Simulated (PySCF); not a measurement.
## Exact simulation of a proton spin system

Molecule: SMILES C(CN)(F)(F)F, C2H4F3N.

Molfile (atoms numbered from 1):
```
C2H4F3N
     RDKit          3D

 10  9  0  0  0  0  0  0  0  0999 V2000
   -1.3944   -0.0212    0.1009 N   0  0  0  0  0  0  0  0  0  0  0  0
   -0.0867    0.5924    0.0626 C   0  0  0  0  0  0  0  0  0  0  0  0
    0.9767   -0.4983    0.0695 C   0  0  0  0  0  0  0  0  0  0  0  0
    0.8612   -1.3138   -0.9907 F   0  0  0  0  0  0  0  0  0  0  0  0
    2.2126    0.0254    0.0113 F   0  0  0  0  0  0  0  0  0  0  0  0
    0.9357   -1.2691    1.1571 F   0  0  0  0  0  0  0  0  0  0  0  0
   -2.1219    0.6811    0.1358 H   0  0  0  0  0  0  0  0  0  0  0  0
   -1.5475   -0.6074   -0.7122 H   0  0  0  0  0  0  0  0  0  0  0  0
    0.1185    1.2214   -0.8214 H   0  0  0  0  0  0  0  0  0  0  0  0
    0.0547    1.1941    0.9645 H   0  0  0  0  0  0  0  0  0  0  0  0
  1  2  1  0
  2  3  1  0
  3  4  1  0
  3  5  1  0
  3  6  1  0
  1  7  1  0
  1  8  1  0
  2  9  1  0
  2 10  1  0
M  END
```

PySCF 2.14.0 with density-fitted response routines calculation with spin–spin couplings from B3LYP/pcJ-1 (spin–dipole term only in couplings to heteroatoms), NMR shieldings at PBE0/pcSseg-1/GIAO and geometry: GFN2-xTB; in vacuum, a single conformation, non-relativistic Hamiltonian, rapidly exchanging positions averaged.

δ = σ(ref) − σ, references computed at the same level: ¹H (31.72 ppm) against TMS.

Shifts (ppm): F4/F5/F6 -91.7, H9/H10 3.52.
Couplings (Hz): F4–F5, F4–F6, F5–F6: 67.4; F4–H9, F4–H10, F5–H9, F5–H10, F6–H9, F6–H10: 7.7; H9–H10: -11.8.

The 5-spin Hamiltonian (Zeeman plus full scalar coupling among like nuclei) was diagonalised exactly; lines are Lorentzian, 0.5 Hz wide, and the maxima above 3 % are listed with the tallest set to 100.

Task: Give the ¹H peak list of this spin system at 60 MHz.

Result: 
δ in ppm (height): 3.712 (33), 3.584 (100), 3.456 (100), 3.328 (33)

Task: And at 700 MHz?

Result: 
```
    Hz    ppm  height
2475.6  3.537      33
2467.9  3.526     100
2460.2  3.514     100
2452.5  3.504      33
```

OH and NH positions are those of a molecule without intermolecular hydrogen bonds; in solution they move with solvent, concentration and temperature, and exchange usually removes their couplings.
